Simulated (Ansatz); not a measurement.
The same path of FH4Si2 (7 atoms, charge 1, multiplicity 1) was run twice with different band settings. The coordinate that changes most is the dihedral F1–Si2–Si3–H5.

Method: RKS PBE-D4/def2-SVP (Ansatz).

Relaxed end points:

```xyz
7
Properties=species:S:1:pos:R:3
F -0.720 -1.868 1.330
Si -0.535 -1.121 -0.076
Si 0.456 1.042 -0.024
H -1.026 -2.012 -1.178
H -0.022 1.673 -1.293
H -0.062 1.615 1.256
H 1.910 0.671 -0.015
```

```xyz
7
Properties=species:S:1:pos:R:3
F -2.113 -1.148 -0.016
Si -0.511 -1.136 -0.042
Si 0.552 0.996 0.006
H -0.006 -2.550 -0.057
H -0.424 1.868 -0.718
H 0.635 1.225 1.488
H 1.867 0.746 -0.661
```

Common settings: spring 5.0 eV/Å²; optimiser quadratic models (default); start path IDPP; force threshold 0.05 eV/Å; iteration limit 60; end points relaxed.

| run | movable images | climbing image |
| --- | --- | --- |
| 1 | 5 | yes |
| 2 | 3 | no |

What does each run give, and how far can it be trusted?

Run 1: converged after 5 iterations, highest image 0.000 eV above the first end. The top lies less than 8 meV above the higher end, about what the thresholds resolve: that end is a shoulder or a very shallow well. A vibrational analysis at the climbing image gives no mode beyond 40i cm⁻¹: the surface is too flat there to confirm a saddle point.
Run 2: converged after 5 iterations, highest image 0.000 eV above the first end. The top lies less than 8 meV above the higher end, about what the thresholds resolve: that end is a shoulder or a very shallow well. No image climbed, so the highest image needn't sit at the top of the path. So few images can step over the top or miss a turn of the path.
Limits of this set-up: the dipole of an ion depends on the origin.
